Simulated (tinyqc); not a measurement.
CIS and TDHF on RHF in the sto-3g basis, frozen core, for HF, spin multiplicity 1, step by step. Computed by tinyqc, a small Python program that keeps every step (integrals from PySCF). Settings: charge = 0, multiplicity = 1, basis = sto-3g, method = RHF, frozen orbitals = 1, energy threshold = 1e-10, iteration cap = 87, orthogonalisation = symmetric, start = atomic densities, DIIS depth = 6, TDHF = 1. Command: `OMP_NUM_THREADS=1 python tinyqc.py 28153 28154 out.jsonl` (the two numbers bound the seeds that draw the settings). One thread of a shared host (Intel(R) Xeon(R) Processor @ 2.60GHz), about 0.07 s of CPU time with the checks. The early iterations of the SCF are left out here.

## One-electron integrals

Geometry (angstrom):
```
atom        x        y        z
F     0.00000  0.00000  0.00000
H     0.00000  0.00000  1.00000
```

Basis sto-3g: exponents (1/bohr^2) and contraction coefficients of normalised primitives:
```
element  l (shell)   exponent  coefficient
F            s (1)  166.67913      0.15433
F            s (1)   30.36081      0.53533
F            s (1)    8.21682      0.44463
F            s (2)    6.46480     -0.09997
F            s (2)    1.50228      0.39951
F            s (2)    0.48859      0.70012
F            p (3)    6.46480      0.15592
F            p (3)    1.50228      0.60768
F            p (3)    0.48859      0.39196
H            s (1)    3.42525      0.15433
H            s (1)    0.62391      0.53533
H            s (1)    0.16886      0.44463
```

Overlap, kinetic and nuclear-attraction integrals over the contracted functions; the nuclear repulsion is the sum of Za Zb / Rab.

nuclear repulsion = 4.7625949 hartree

overlap S, lower triangle:
```
          1F 1s    1F 2s   1F 2px   1F 2py   1F 2pz    2H 1s
1F 1s   1.00000
1F 2s   0.23799  1.00000
1F 2px  0.00000  0.00000  1.00000
1F 2py  0.00000  0.00000  0.00000  1.00000
1F 2pz  0.00000  0.00000  0.00000  0.00000  1.00000
2H 1s   0.04058  0.39514  0.00000  0.00000  0.31965  1.00000
```

kinetic energy T (hartree), lower triangle:
```
           1F 1s    1F 2s   1F 2px   1F 2py   1F 2pz    2H 1s
1F 1s   36.98458
1F 2s   -0.21286  1.03800
1F 2px   0.00000  0.00000  3.24801
1F 2py   0.00000  0.00000  0.00000  3.24801
1F 2pz   0.00000  0.00000  0.00000  0.00000  3.24801
2H 1s   -0.00470  0.08849  0.00000  0.00000  0.21323  0.76003
```

nuclear attraction V (hartree), lower triangle:
```
            1F 1s      1F 2s     1F 2px     1F 2py     1F 2pz     2H 1s
1F 1s   -77.53876
1F 2s    -9.30275  -12.06820
1F 2px    0.00000    0.00000  -11.94389
1F 2py    0.00000    0.00000    0.00000  -11.94389
1F 2pz   -0.01266   -0.15425    0.00000    0.00000  -12.03841
2H 1s    -1.63078   -3.61292    0.00000    0.00000   -2.57452  -5.84284
```

core Hamiltonian H = T + V (hartree), lower triangle:
```
            1F 1s      1F 2s    1F 2px    1F 2py    1F 2pz     2H 1s
1F 1s   -40.55418
1F 2s    -9.51561  -11.03020
1F 2px    0.00000    0.00000  -8.69587
1F 2py    0.00000    0.00000   0.00000  -8.69587
1F 2pz   -0.01266   -0.15425   0.00000   0.00000  -8.79039
2H 1s    -1.63549   -3.52443   0.00000   0.00000  -2.36129  -5.08281
```

## Two-electron integrals

Functions are numbered as in S; the eight-fold symmetry (ij|kl) = (ji|kl) = (kl|ij) leaves the list below.

Two-electron integrals (ij|kl) in chemists' order, unique and non-zero (hartree):
```
(11|11) 5.40350   (21|11) 0.84192   (21|21) 0.15630   (22|11) 1.26803
(22|21) 0.29234   (22|22) 0.92617   (31|31) 0.02800   (32|31) 0.04317
(32|32) 0.20459   (33|11) 1.26450   (33|21) 0.29240   (33|22) 0.92596
(33|33) 0.99751   (41|41) 0.02800   (42|41) 0.04317   (42|42) 0.20459
(43|43) 0.05377   (44|11) 1.26450   (44|21) 0.29240   (44|22) 0.92596
(44|33) 0.88997   (44|44) 0.99751   (51|51) 0.02800   (52|51) 0.04317
(52|52) 0.20459   (53|53) 0.05377   (54|54) 0.05377   (55|11) 1.26450
(55|21) 0.29240   (55|22) 0.92596   (55|33) 0.88997   (55|44) 0.88997
(55|55) 0.99751   (61|11) 0.14570   (61|21) 0.02682   (61|22) 0.04982
(61|33) 0.04975   (61|44) 0.04975   (61|51) 0.00110   (61|52) 0.00206
(61|55) 0.04998   (61|61) 0.00465   (62|11) 0.36372   (62|21) 0.08496
(62|22) 0.29968   (62|33) 0.29533   (62|44) 0.29533   (62|51) 0.00579
(62|52) 0.04489   (62|55) 0.30809   (62|61) 0.01478   (62|62) 0.11870
(63|31) 0.00896   (63|32) 0.05283   (63|53) 0.00949   (63|63) 0.01772
(64|41) 0.00896   (64|42) 0.05283   (64|54) 0.00949   (64|64) 0.01772
(65|11) 0.24526   (65|21) 0.05803   (65|22) 0.21913   (65|33) 0.20972
(65|44) 0.20972   (65|51) 0.01242   (65|52) 0.08402   (65|55) 0.23771
(65|61) 0.01053   (65|62) 0.10640   (65|65) 0.11238   (66|11) 0.51244
(66|21) 0.12167   (66|22) 0.49460   (66|33) 0.47753   (66|44) 0.47753
(66|51) 0.01057   (66|52) 0.11502   (66|55) 0.52816   (66|61) 0.02131
(66|62) 0.24934   (66|65) 0.25968   (66|66) 0.77461
```

## Orthogonalisation

S = U s U^T; symmetric (Loewdin) form X = U s^(-1/2) U^T, so that X^T S X = 1.

eigenvalues of S: 0.46927  0.84578  1.00000  1.00000  1.12665  1.55830

X, lower triangle:
```
           1F 1s     1F 2s   1F 2px   1F 2py    1F 2pz    2H 1s
1F 1s    1.02310
1F 2s   -0.13119   1.09832
1F 2px   0.00000   0.00000  1.00000
1F 2py   0.00000   0.00000  0.00000  1.00000
1F 2pz  -0.00613   0.06022  0.00000  0.00000   1.04763
2H 1s    0.02037  -0.24280  0.00000  0.00000  -0.19272  1.12129
```

## Iteration 7 (converged): orbitals

converged F (hartree), lower triangle:
```
            1F 1s     1F 2s    1F 2px    1F 2py    1F 2pz     2H 1s
1F 1s   -25.89796
1F 2s    -6.62331  -3.03531
1F 2px    0.00000   0.00000  -0.46238
1F 2py    0.00000   0.00000   0.00000  -0.46238
1F 2pz   -0.02157  -0.07291   0.00000   0.00000  -0.31356
2H 1s    -1.14837  -0.99498   0.00000   0.00000  -0.54024  -0.49328
```

Diagonalise F' = X^T F X, C = X C', fill 5 alpha and 5 beta electrons from the bottom; D = 2 C_occ C_occ^T. Each column has its largest component positive (the first on a tie).

F' = X^T F X (hartree), lower triangle:
```
           1         2         3         4         5         6
1  -25.42474
2   -3.40786  -1.76474
3    0.00000   0.00000  -0.46238
4    0.00000   0.00000   0.00000  -0.46238
5   -0.04805   0.08939   0.00000   0.00000  -0.13994
6   -0.14361  -0.49782   0.00000   0.00000  -0.53759  -0.03987
```

orbital energies (hartree): MO1 -25.90760, MO2 -1.44870, MO3 -0.55996, MO4 -0.46238, MO5 -0.46238, MO6 0.54698

coefficients C:
```
             MO1       MO2       MO3       MO4      MO5       MO6
1F 1s    0.99480  -0.25227   0.07345   0.00000  0.00000   0.07573
1F 2s    0.02188   0.95764  -0.38387   0.00000  0.00000  -0.47030
1F 2px   0.00000   0.00000   0.00000   0.85888  0.51217   0.00000
1F 2py   0.00000   0.00000   0.00000  -0.51217  0.85888   0.00000
1F 2pz   0.00238   0.06631   0.69419   0.00000  0.00000  -0.80748
2H 1s   -0.00488   0.14118   0.54659   0.00000  0.00000   1.01740
```

D after iteration 7, lower triangle:
```
           1F 1s     1F 2s   1F 2px   1F 2py   1F 2pz    2H 1s
1F 1s    2.11731
1F 2s   -0.49603   2.12983
1F 2px   0.00000   0.00000  2.00000
1F 2py   0.00000   0.00000  0.00000  2.00000
1F 2pz   0.07325  -0.40585  0.00000  0.00000  0.97260
2H 1s   -0.00064  -0.14945  0.00000  0.00000  0.77757  0.63742
```

Within a degenerate level the vectors are fixed only up to a rotation; this is one choice.

## Convergence

Stop when the energy changes by less than 1e-10 hartree and every element of the error matrix X^T (F D S - S D F) X is below 3e-06.

Course of the cycle:
```
iteration  E (hartree)     change  largest element of the error matrix
1          -99.3500109          -                             1.18e+00
2          -98.5324033   8.18e-01                             2.56e-01
3          -98.5698222  -3.74e-02                             2.76e-02
4          -98.5704818  -6.60e-04                             3.60e-03
5          -98.5704897  -7.98e-06                             6.73e-05
6          -98.5704897  -2.49e-09                             1.62e-06
7          -98.5704897  -1.31e-12                             1.08e-08
```

PySCF RHF in the same basis = -98.5704897 hartree

Converged in 7 iterations.

## Integrals over molecular orbitals

(pq|rs) = sum C_ip C_jq C_kr C_ls (ij|kl), one index at a time.

one-electron integrals over orbitals h = C^T H C (hartree), lower triangle:
```
           1         2         3         4         5         6
1  -40.53620
2    0.70825  -9.13865
3   -0.19655   0.55989  -7.42548
4    0.00000   0.00000   0.00000  -8.69587
5    0.00000   0.00000   0.00000   0.00000  -8.69587
6   -0.20659   1.09782   1.95896   0.00000   0.00000  -6.10237
```

Two-electron integrals over orbitals (pq|rs), unique and non-zero (hartree); the lowest 1 orbital is frozen and left out:
```
(22|22) 0.85853    (32|22) -0.02829   (32|32) 0.15407    (33|22) 0.74224
(33|32) -0.03992   (33|33) 0.74464    (42|42) 0.18296    (43|42) -0.03975
(43|43) 0.04482    (44|22) 0.88204    (44|32) -0.07673   (44|33) 0.73753
(44|44) 0.99751    (52|52) 0.18296    (53|52) -0.03975   (53|53) 0.04482
(54|54) 0.05377    (55|22) 0.88204    (55|32) -0.07673   (55|33) 0.73753
(55|44) 0.88997    (55|55) 0.99751    (62|22) -0.12032   (62|32) -0.05355
(62|33) -0.03295   (62|44) -0.11822   (62|55) -0.11822   (62|62) 0.09517
(63|22) -0.18201   (63|32) 0.09373    (63|33) -0.11687   (63|44) -0.20765
(63|55) -0.20765   (63|62) 0.05303    (63|63) 0.18925    (64|42) -0.03943
(64|43) -0.01661   (64|64) 0.03097    (65|52) -0.03943   (65|53) -0.01661
(65|65) 0.03097    (66|22) 0.67256    (66|32) 0.06553    (66|33) 0.66741
(66|44) 0.64627    (66|55) 0.64627    (66|62) -0.06461   (66|63) -0.01695
(66|66) 0.70732
```

## CIS matrix, singlets

A(ia,jb) = (e_a - e_i) d_ij d_ab + 2 (ia|jb) - (ij|ab).

CIS matrix A, singlet (hartree), lower triangle:
```
         2>6      3>6      4>6      5>6
2>6  1.51346
3>6  0.04053  0.81803
4>6  0.00000  0.00000  0.42503
5>6  0.00000  0.00000  0.00000  0.42503
```

## CIS singlet states

dipole integrals <i|r|a> (bohr):
```
            x         y        z
2>6   0.00000   0.00000  0.05613
3>6   0.00000   0.00000  0.98768
4>6  -0.01637   0.00976  0.00000
5>6  -0.00976  -0.01637  0.00000
```

Diagonalise A (1 hartree = 27.211386 eV); each vector has its largest component positive (the first on a tie). The transition dipole is mu = sqrt2 sum c_ia <i|r|a>.

singlet excitation energies (eV): 11.56579  11.56579  22.19570  41.24730

lowest vectors:
```
     state 1   state 2   state 3  state 4
2>6  0.00000   0.00000  -0.05798  0.99832
3>6  0.00000   0.00000   0.99832  0.05798
4>6  0.99622  -0.08683   0.00000  0.00000
5>6  0.08683   0.99622   0.00000  0.00000
```

oscillator strengths 2/3 w |mu|^2: 0.00021  0.00021  1.05041  0.02594

Within a degenerate level the vectors are fixed only up to a rotation; this is one choice.

## TDHF (RPA) singlet states

B(ia,jb) = 2 (ia|jb) - (ib|ja); the squared energies are the eigenvalues of (A - B)(A + B); 1 hartree = 27.211386 eV.

TDHF matrix B, singlet (hartree), lower triangle:
```
         2>6      3>6      4>6      5>6
2>6  0.09517
3>6  0.05303  0.18925
4>6  0.00000  0.00000  0.03097
5>6  0.00000  0.00000  0.00000  0.03097
```

squared energies w^2 (hartree^2): 0.17970  0.17970  0.62937  2.28314

TDHF energies from the positive w^2 (eV): 11.53504  11.53504  21.58761  41.11658

## CIS matrix, triplets

A(ia,jb) = (e_a - e_i) d_ij d_ab - (ij|ab).

CIS matrix A, triplet (hartree), lower triangle:
```
          2>6      3>6      4>6      5>6
2>6   1.32312
3>6  -0.06553  0.43953
4>6   0.00000  0.00000  0.36309
5>6   0.00000  0.00000  0.00000  0.36309
```

## CIS triplet states

Diagonalise A (1 hartree = 27.211386 eV); each vector has its largest component positive (the first on a tie).

triplet excitation energies (eV): 9.88019  9.88019  11.82868  36.13556

lowest vectors:
```
     state 1   state 2  state 3   state 4
2>6  0.00000   0.00000  0.07356   0.99729
3>6  0.00000   0.00000  0.99729  -0.07356
4>6  0.99861  -0.05267  0.00000   0.00000
5>6  0.05267   0.99861  0.00000   0.00000
```

Within a degenerate level the vectors are fixed only up to a rotation; this is one choice.

## TDHF (RPA) triplet states

B(ia,jb) = - (ib|ja); the squared energies are the eigenvalues of (A - B)(A + B); 1 hartree = 27.211386 eV.

TDHF matrix B, triplet (hartree), lower triangle:
```
          2>6       3>6       4>6       5>6
2>6  -0.09517
3>6  -0.05303  -0.18925
4>6   0.00000   0.00000  -0.03097
5>6   0.00000   0.00000   0.00000  -0.03097
```

squared energies w^2 (hartree^2): 0.13088  0.13088  0.14919  1.75274

TDHF energies from the positive w^2 (eV): 9.84418  9.84418  10.51050  36.02548
